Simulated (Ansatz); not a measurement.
Geometry optimisation, Ansatz, RKS PBE-D4/6-31G*.

Input:

```yaml
crystal:
  periodic: [false, false, false]
  atoms:
    - { symbol: B, position_ang: [0.0, 0.0, 0.0] }
    - { symbol: O, position_ang: [0.0, 0.0, 1.41] }
    - { symbol: H, position_ang: [-0.9095, -0.2814, 1.7471] }
    - { symbol: O, position_ang: [1.2211, 0.0, -0.705] }
    - { symbol: H, position_ang: [1.5209, -0.9519, -0.8599] }
    - { symbol: H, position_ang: [-1.0305, 0.0, -0.595] }
basis:
  gaussian: { orbitals: "6-31G*" }
hamiltonian:
  xc: pbe
  dispersion: d4
relax:
  f_tol: 0.02
  max_steps: 40
output:
  orbitals: {}
```

Launched with:

```bash
$ ansatz run input.yaml --threads 1 --pin off --max-ram 2048MiB --backend cpu --events-out ev --progress --plain --runs-dir out
```

Task: Where does it end, and by what steps?

Result: The forces met the threshold. After 8 steps the energy has fallen by 0.684 eV; H5 moved furthest, 0.60 Å.

```json
{"step": "0", "energy less start (eV)": "0.0000", "largest force component (eV/Å)": "1.441", "accepted": "yes"}
{"step": "1", "energy less start (eV)": "-0.0308", "largest force component (eV/Å)": "2.648", "accepted": "yes"}
{"step": "2", "energy less start (eV)": "-0.2475", "largest force component (eV/Å)": "1.796", "accepted": "yes"}
{"step": "3", "energy less start (eV)": "-0.5169", "largest force component (eV/Å)": "1.292", "accepted": "yes"}
{"step": "4", "energy less start (eV)": "-0.6026", "largest force component (eV/Å)": "1.624", "accepted": "yes"}
{"step": "5", "energy less start (eV)": "-0.6809", "largest force component (eV/Å)": "0.200", "accepted": "yes"}
{"step": "6", "energy less start (eV)": "-0.6779", "largest force component (eV/Å)": "0.190", "accepted": "no"}
{"step": "7", "energy less start (eV)": "-0.6838", "largest force component (eV/Å)": "0.151", "accepted": "yes"}
{"step": "8", "energy less start (eV)": "-0.6843", "largest force component (eV/Å)": "0.009", "accepted": "yes"}
```

```xyz
6
Properties=species:S:1:pos:R:3
B -0.092 -0.108 -0.086
O 0.076 -0.323 1.265
H -0.750 -0.139 1.748
O 0.960 -0.314 -0.935
H 1.746 -0.607 -0.428
H -1.137 0.258 -0.567
```

Time of the run: 9.4 s on 1 thread of Arm Neoverse V1 (shared host), peak memory 0.1 GiB.
